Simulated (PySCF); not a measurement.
Input of a run (PBE0-D3(BJ)/def2-TZVP geometry optimisation, gas phase (PySCF 2.14.0)), started from GFN2-xTB:
```
{"job": {"xc": "PBE0", "basis": "def2-TZVP", "d3": "d3bj", "grid": 2, "kind": "geom"}, "charge": 0, "multiplicity": 1}
C      1.959030     1.445904     0.768011
C      0.931431     0.670037     0.659539
C     -0.107012    -0.111894     0.534826
C     -0.686572    -0.480595    -0.741634
C     -1.742570    -1.276763    -0.863051
H      2.966290     1.058858     0.779297
H      1.857813     2.516416     0.859568
H     -0.579815    -0.519709     1.420091
H     -0.204332    -0.066599    -1.617268
H     -2.235147    -1.698079    -0.001661
H     -2.153693    -1.534908    -1.823681
```

Output (energies in Eh, forces in Eh/bohr):
```
step   0  E = -193.88966301  max force = 0.004865
step   1  E = -193.88998526  max force = 0.000876
step   2  E = -193.88998630  max force = 0.000148
optimisation converged
```

Task: Summarise the run.

Result: The energy falls by 0.009 eV over 3 energy and gradient evaluations, the largest force component goes from 0.0049 to 1.5e-04 Eh/bohr, and the atoms move by 0.014 Å rms after alignment. Among the bonds, C1=C2, C1–H6, C1–H7, C5–H10 and C5–H11 change most and about equally (+0.006 to +0.007 Å). Bonds longer at the end by more than 0.005 Å: 6 of 10; shorter: 0. The energy never rose by more than 1e-6 Eh on the way. The first step brought 100 % of the lowering.

Task: What are the final bond lengths?

Result: C1=C2 1.298 Å, C2=C3 1.309 Å, C3–C4 1.453 Å, C4=C5 1.332 Å, C1–H6 1.086 Å, C1–H7 1.086 Å, C3–H8 1.089 Å, C4–H9 1.086 Å, C5–H10 1.085 Å, C5–H11 1.083 Å. Numbering counts from 1 in the input's order; the species is `C=C=CC=C` (1,2,4-pentatriene).

The run used 191 basis functions and 22 SCF cycles in all. The run took 22 s on one thread of an Arm Neoverse V2, on a shared host, and the process peaked at 0.79 GiB of memory.

Stationary, but not proved a minimum. The numbers are those of one conformer.

Conformer computed: `[CH2:1]=[C:2]=[CH:3][CH:4]=[CH2:5]`: C2–C3–C4–C5 180°.
